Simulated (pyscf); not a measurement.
Structures and frequencies: ωB97X-D3(BJ)/def2-SVP in PySCF. Correlated levels are frozen-core, on RHF or UHF. ΔMP2 is the change of the MP2 total energy from the triple- to the quadruple-zeta basis.

Task: Estimate the classical barrier height and the reaction energy of HS–CH₂–SH (SMILES SCS) → H₂C=S (SMILES C=S) + H₂S (SMILES S) at CCSD(T)/def2-TZVPP + ΔMP2(QZVPP). The step runs on the singlet surface, breaks C–S, H–S and forms H–S; take the reactant's lowest minimum found as zero.

Result: ΔE‡ = 2.14 eV, ΔE = +0.95 eV. Zero-point energy shifts the barrier by -0.08 eV. It is an elimination, with an imaginary mode of 839i cm⁻¹. HS–CH₂–SH lies 0.27 eV over its isomer H₃C–S–SH, and others may lie lower still (electronic energy, ωB97M-D3(BJ)). One saddle was located; it need not be the lowest between these sides. The CCSD(T) − MP2 part came from Ansatz, without density fitting, on the same reference.
